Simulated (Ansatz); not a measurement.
# SiH3 (silyl radical): levels of theory compared

Aim: a comparison of 6 runs (U-r2SCAN/cc-pVTZ, U-r2SCAN0/cc-pVTZ, UBLYP/cc-pVTZ, UPBE0/cc-pVTZ, RPA@PBE/cc-pVTZ, UCCSD(T)/cc-pVTZ) of SiH3 (silyl radical). 

The results are computed with Ansatz 0.2.0.

30 further runs of the same task are left out: 30 set aside as unsound or not needed.

**1. The system as given**

SiH3: 4 atoms, total charge 0, spin state doublet. As SMILES, `[SiH3]`. The Si1–H3 distance was set to 1.932 Å, away from the relaxed value.

Bond lengths: Si1–H2 1.486 Å, Si1–H4 1.486 Å. Angles: H2–Si1–H4 111.2°. A long bond or contact: Si1–H3 1.932 Å.

**2. A single-point energy at U-r2SCAN/cc-pVTZ (run 1)**

input.yaml reads:

```yaml
crystal:
  periodic: [false, false, false]
  atoms:
    - {symbol: Si, position_ang: [0.449142, 0.385566, -0.231285]}
    - {symbol: H, position_ang: [0.714512, 1.077766, 1.056645]}
    - {symbol: H, position_ang: [-0.224040, -1.401650, 0.060130]}
    - {symbol: H, position_ang: [-0.473528, 1.175716, -1.087245]}
basis:
  gaussian:
    orbitals: cc-pVTZ
magnetization:
  spin_polarized: true
  initial_magnetization: 1
hamiltonian:
  xc: {name: r2SCAN}
accuracy: high
output:
  orbitals: {seedname: orbitals}
```

Started as:

```console
ansatz run input.yaml --threads 1 --pin off --max-ram 3480MiB --events-out events.jsonl --progress --plain --runs-dir runs
```

The program printed:

```text
Warning: RAYON_NUM_THREADS=1 ignored (pool sized by the plan → 1); use --threads N
Functional definition: r2SCAN
  name "r2SCAN"
  parameter k0 = 0.174
  parameter k1 = 0.065
  parameter a1 = 4.9479
  exchange = r2scan_x(k0 = k0, k1 = k1, a1 = a1)
  correlation = r2scan_c
1230 factors; integrals over basis functions are off by at most 3.3e-9 eV
mean field evaluation 1: about -7922.8606 eV, gradient 7.0e0 eV
mean field evaluation 2: about -7923.2033 eV, gradient 2.9e0 eV
mean field evaluation 4: about -7923.2792 eV, gradient 2.6e-1 eV
mean field evaluation 8: about -7923.2741 eV, gradient 1.3e-2 eV
mean field evaluation 16: about -7923.2741 eV, gradient 2.5e-5 eV
mean field -7923.27408226 eV, -291.1749519349 hartree, gradient 1.4e-8 eV, S^2 0.754918; 0 other end points of the search recorded, 0 dependent functions left out
reference -7923.27408480 eV, -291.1749520283 hartree; 9, 8 occupied and 67, 68 virtual orbitals, 1230 factors
Total energy: -7923.27408480 eV, -291.1749520283 hartree
```

It took 6.3 s on 1 thread of Arm Neoverse V2, shared host; peak memory 0.23 GiB.

**3. The energy at U-r2SCAN0/cc-pVTZ (run 2)**

run.yaml reads:

```yaml
crystal:
  periodic: [false, false, false]
  atoms:
    - {symbol: Si, position_ang: [0.449142, 0.385566, -0.231285]}
    - {symbol: H, position_ang: [0.714512, 1.077766, 1.056645]}
    - {symbol: H, position_ang: [-0.224040, -1.401650, 0.060130]}
    - {symbol: H, position_ang: [-0.473528, 1.175716, -1.087245]}
basis:
  gaussian:
    orbitals: cc-pVTZ
magnetization:
  spin_polarized: true
  initial_magnetization: 1
hamiltonian:
  xc: {name: r2SCAN0}
accuracy: high
output:
  orbitals: {seedname: orbitals}
```

Started as:

```console
ansatz run run.yaml --threads 1 --pin off --max-ram 3480MiB --events-out events.jsonl --progress --plain --runs-dir runs
```

The program printed:

```text
Warning: RAYON_NUM_THREADS=1 ignored (pool sized by the plan → 1); use --threads N
Functional definition: r2SCAN0
  name "r2SCAN0"
  parameter a = 0.25
[... 3 set-up lines as earlier in the session ...]
  exchange = (1 - a)*r2scan_x(k0 = k0, k1 = k1, a1 = a1) + a*exact_x
[... 1 set-up line as earlier in the session ...]
1230 factors; integrals over basis functions are off by at most 3.3e-9 eV
mean field evaluation 1: about -7922.8770 eV, gradient 5.2e0 eV
mean field evaluation 2: about -7923.1018 eV, gradient 1.4e0 eV
mean field evaluation 4: about -7923.1371 eV, gradient 5.1e-1 eV
mean field evaluation 8: about -7923.1401 eV, gradient 2.4e-2 eV
mean field evaluation 16: about -7923.1401 eV, gradient 1.2e-4 eV
mean field -7923.14014627 eV, -291.1700298782 hartree, gradient 6.7e-8 eV, S^2 0.754289; 0 other end points of the search recorded, 0 dependent functions left out
reference -7923.14014821 eV, -291.1700299495 hartree; 9, 8 occupied and 67, 68 virtual orbitals, 1230 factors
Total energy: -7923.14014821 eV, -291.1700299495 hartree
```

Run time: 7.2 s. Hardware: 1 thread of Arm Neoverse V2, shared host; peak memory 0.26 GiB.

Run 3 isn't shown in full; the table further down has it.

**4. A single-point energy at UPBE0/cc-pVTZ (run 4)**

run.yaml reads:

```yaml
crystal:
  periodic: [false, false, false]
  atoms:
    - symbol: Si
      position_ang: [0.449142, 0.385566, -0.231285]
    - symbol: H
      position_ang: [0.714512, 1.077766, 1.056645]
    - symbol: H
      position_ang: [-0.224040, -1.401650, 0.060130]
    - symbol: H
      position_ang: [-0.473528, 1.175716, -1.087245]
basis:
  gaussian:
    orbitals: cc-pVTZ
magnetization:
  spin_polarized: true
  initial_magnetization: 1
hamiltonian:
  xc: pbe0
accuracy: high
output:
  orbitals: {seedname: orbitals}
```

Started as:

```console
ansatz run run.yaml --threads 1 --pin off --max-ram 3480MiB --events-out events.jsonl --progress --plain --runs-dir runs
```

The program printed:

```text
Warning: RAYON_NUM_THREADS=1 ignored (pool sized by the plan → 1); use --threads N
Functional definition: PBE0
  name "PBE0"
[... 1 set-up line as earlier in the session ...]
  parameter kappa = 0.804
  parameter beta = 0.06672455060314922
  exchange = (1 - a)*pbe_x(kappa = kappa, mu = beta*pi^2/3) + a*exact_x
  correlation = pbe_c(beta = beta)
1230 factors; integrals over basis functions are off by at most 3.3e-9 eV
mean field evaluation 1: about -7920.3107 eV, gradient 5.5e0 eV
mean field evaluation 2: about -7920.5441 eV, gradient 1.6e0 eV
mean field evaluation 4: about -7920.5683 eV, gradient 4.9e-1 eV
mean field evaluation 8: about -7920.5864 eV, gradient 2.0e-2 eV
mean field evaluation 16: about -7920.5864 eV, gradient 4.6e-5 eV
mean field -7920.58638319 eV, -291.0761808159 hartree, gradient 5.7e-8 eV, S^2 0.752750; 0 other end points of the search recorded, 0 dependent functions left out
reference -7920.58638552 eV, -291.0761809014 hartree; 9, 8 occupied and 67, 68 virtual orbitals, 1230 factors
Total energy: -7920.58638552 eV, -291.0761809014 hartree
```

Run time: 3.9 s. Hardware: 1 thread of Arm Neoverse V2, shared host; peak memory 0.2 GiB.

Run 5 isn't shown in full; the table further down has it.

**5. A single-point energy at UCCSD(T)/cc-pVTZ (run 6)**

in.yaml reads:

```yaml
crystal:
  periodic: [false, false, false]
  atoms:
    - {symbol: Si, position_ang: [0.449142, 0.385566, -0.231285]}
    - {symbol: H, position_ang: [0.714512, 1.077766, 1.056645]}
    - {symbol: H, position_ang: [-0.224040, -1.401650, 0.060130]}
    - {symbol: H, position_ang: [-0.473528, 1.175716, -1.087245]}
basis:
  gaussian: {orbitals: cc-pVTZ}
magnetization: {spin_polarized: true, initial_magnetization: 1}
correlation: {method: ccsd_t, frozen_orbitals: {H: 0, Si: 5}}
accuracy: high
scf: {omitted_lower_state_checks: [cluster_reference, increment]}
```

Started as:

```console
ansatz run in.yaml --threads 1 --pin off --max-ram 3480MiB --events-out events.jsonl --progress --plain --runs-dir runs
```

The program printed (excerpt; [...] marks lines left out):

```text
Warning: RAYON_NUM_THREADS=1 ignored (pool sized by the plan → 1); use --threads N
Functional definition: HF
  name "HF"
[...]
1230 factors; integrals over basis functions are off by at most 3.3e-9 eV
[...]
mean field -7907.62653348 eV, -290.5999151235 hartree, gradient 5.6e-8 eV, S^2 0.754921; 0 other end points of the search recorded, 0 dependent functions left out
5 core orbitals not correlated: weight in the atoms' cores, before any rotation towards them, 1.000 or more for the frozen orbitals, at most 0.000 for the correlated occupied ones
reference -7907.62653348 eV, -290.5999151235 hartree; 4, 3 occupied and 67, 68 virtual orbitals, 1230 factors
second order -3.19899127 eV of doubles, -0.00000000 eV of singles
cycle   1  -3.73119633 eV  change   -5.3e-1 eV  update   6.3e-2
[...]
cycle  25  -3.98527800 eV  change  -7.8e-11 eV  update  4.0e-10
perturbative correction -0.11161558 eV, -0.0041017970 hartree
Total energy: -7911.72342705 eV, -290.7504731855 hartree
Checks for a lower state left out: cluster_reference, increment
```

Run time: 7.2 s. Hardware: 1 thread of Arm Neoverse V2, shared host; peak memory 0.6 GiB.

**6. All runs side by side**

```csv
run,level,frozen core orbitals,energy (Eh),HOMO energy (eV),LUMO energy (eV),⟨S²⟩,wall time
1,U-r2SCAN/cc-pVTZ,–,-291.174952,-5.84,-3.22,0.755,6.3 s
2,U-r2SCAN0/cc-pVTZ,–,-291.170030,-6.82,-2.47,0.754,7.2 s
3,UBLYP/cc-pVTZ,–,-291.197651,-5.25,-3.77,0.752,2.9 s
4,UPBE0/cc-pVTZ,–,-291.076181,-6.56,-2.78,0.753,3.9 s
5,RPA@PBE/cc-pVTZ,5,-290.855254,–,–,0.753,4.2 s
6,UCCSD(T)/cc-pVTZ,5,-290.750473,–,–,0.755,7.2 s
```

**7. What came out**

| quantity | value |
| --- | --- |
| run 6: total energy | -290.75047 Eh |
| run 6: correlation energy (5 core orbitals frozen) | -150.6 mEh |
| run 6: (T) correction | -4.10 mEh |
| run 6: ⟨S²⟩ of the reference determinant | 0.755 |
| run 6: T1 diagnostic | 0.018 |

**Reading.** Totals of different functionals can't be ranked against each other. All runs together took 32 s, the longest 7.2 s.
